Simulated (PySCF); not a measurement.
Below is a simulated gas-phase P 2p photoelectron spectrum of phosphanide (`[PH2-]`).

Every computed line was given a Gaussian of 0.7 eV full width at half maximum and an area set by the number of equivalent atoms (split 2:1 within a doublet); the highest printed point is 100. Method used: PySCF, delta-SCF UKS SCAN, pcX-2 on the ionised atom, pcseg-1 elsewhere, spin-free X2C.

binding energy (eV), intensity and a bar:
```
    127.1          1 
    127.2          1 
    127.3          4 #
    127.4          8 ##
    127.5         17 #####
    127.6         30 #########
    127.7         47 ##############
    127.8         68 ####################
    127.9         86 ##########################
    128.0         98 #############################
    128.1        100 ##############################
    128.2         92 ############################
    128.3         77 #######################
    128.4         61 ##################
    128.5         49 ###############
    128.6         44 #############
    128.7         44 #############
    128.8         48 ##############
    128.9         51 ###############
    129.0         50 ###############
    129.1         45 #############
    129.2         36 ###########
    129.3         26 ########
    129.4         17 #####
    129.5         10 ###
    129.6          5 #
    129.7          2 #
    129.8          1 
    129.9          0 
    130.0          0
```

**Question.** Count the maxima, the lines and the sites behind this envelope.

**Answer.** The curve has 2 maxima (at 128.1 and 128.9 eV). Under it lie 2 lines from 1 inequivalent phosphorus site, drawn as a 2p3/2, 2p1/2 pair.

**Question.** Decompose the envelope and assign each component. Numbering: `[PH2-:1]`.

**Answer.** 
| position (eV) | relative area | line | atoms | environment |
| --- | --- | --- | --- | --- |
| 128.06 | 0.67 | P 2p3/2 | P1 | phosphorus bonded to 2 H |
| 128.96 | 0.33 | P 2p1/2 | P1 | phosphorus bonded to 2 H |

**Question.** What are the centre and the root-mean-square width of the whole band?

**Answer.** The area-weighted mean of the lines is 128.36 eV. Their own spread about it is 0.42 eV (rms) and each Gaussian has σ = 0.7/2.355 = 0.30 eV; the variances add, which gives 0.52 eV.

The curve has no shake-up lines and no vibrational structure. The 2p values aren't plain energy differences: one relaxed spin-free 2p hole is combined with a matrix within the shell (ground-state 2p orbital-energy differences and spin–orbit coupling). 2p3/2, the mean of its two sublevels, lies a third of the splitting below the shell's mean and 2p1/2 two thirds above it; the statistical areas are 2:1. 2p1/2 minus 2p3/2 (ligand field included): P 0.90 eV. The species carries charge -1, so core ionisation leaves a neutral species. The basis sets have no added diffuse functions. Isolated species at its GFN2-xTB geometry, gas phase.
